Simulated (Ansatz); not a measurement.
Ansatz (a first-principles code) input (HF/pcseg-2):

Ansatz 0.2 input:
```yaml
crystal:
  periodic: [false, false, false]
  atoms:
    - {symbol: C, position_ang: [0.00913574, 0.00173503, -1.20562697]}
    - {symbol: C, position_ang: [-0.00077797, -0.00014775, 0.10266711]}
    - {symbol: H, position_ang: [0.02818759, 0.94008178, -1.73766571]}
    - {symbol: H, position_ang: [-0.00183081, -0.93507619, -1.74059173]}
    - {symbol: O, position_ang: [-0.00956292, -0.00181616, 1.26200208]}
basis:
  gaussian:
    orbitals: pcseg-2
hamiltonian:
  xc: {name: HF}
output: {forces: true}
magnetization: {spin_polarized: false}
```

Output:

```
Functional definition: HF
integrals: 0.02 GiB planned
769 factors; their error is unknown
mean field: 0.20 GiB planned
mean field evaluation 1: about -4127.9429 eV, gradient 3.1e1 eV
mean field evaluation 2: about -4129.4797 eV, gradient 1.8e1 eV
mean field evaluation 4: about -4130.0432 eV, gradient 1.5e0 eV
mean field evaluation 8: about -4130.0546 eV, gradient 7.7e-2 eV
mean field evaluation 16: about -4130.1946 eV, gradient 1.1e-5 eV
mean field -4130.19464851 eV, -151.7818537864 hartree, gradient 1.1e-5 eV, S^2 0.000000; 0 other end points of the search recorded, 0 dependent functions left out
the calculation of the forces begins
reference -4130.19464851 eV, -151.7818537864 hartree; 11, 11 occupied and 107, 107 virtual orbitals, 769 factors
Total energy: -4130.19464851 eV, -151.7818537864 hartree
Atom 0 at     0.009136     0.001735    -1.205627 Å, force    -0.000669    -0.000127     0.088288 eV/Å
Atom 1 at    -0.000778    -0.000148     0.102667 Å, force    -0.016984    -0.003225     2.241284 eV/Å
Atom 2 at     0.028188     0.940082    -1.737666 Å, force    -0.006861    -0.300060     0.271846 eV/Å
Atom 3 at    -0.001831    -0.935076    -1.740592 Å, force     0.002734     0.299276     0.272781 eV/Å
Atom 4 at    -0.009563    -0.001816     1.262002 Å, force     0.021779     0.004136    -2.874199 eV/Å
Dipole moment:     0.002804     0.000532    -0.369991 e Å
```
